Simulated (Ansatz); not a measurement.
We consider grey tin (α-Sn), described by LDA (Ansatz, a quantum-chemistry and plane-wave program, PAW).

Numerical settings: plane-wave cutoff 520 eV, 10×10×10 k mesh, Fermi–Dirac smearing 0.01 eV, scalar-relativistic PAW data made under PBE.

The cell has the measured lattice: a = b = c = 6.483 Å, α = β = γ = 90.00°.

### Question
Estimate the width of the whole s-p valence band that the calculation returns.

### Answer

width of the whole s-p valence band: 10.77 eV

The run finds no gap.

Note: cell and atoms aren't relaxed at this level (pressure -0.2 GPa).

Spin–orbit coupling is not included; it can open a gap where bands touch, and shift volumes and moduli.

It cost roughly 7 core-seconds of CPU time.
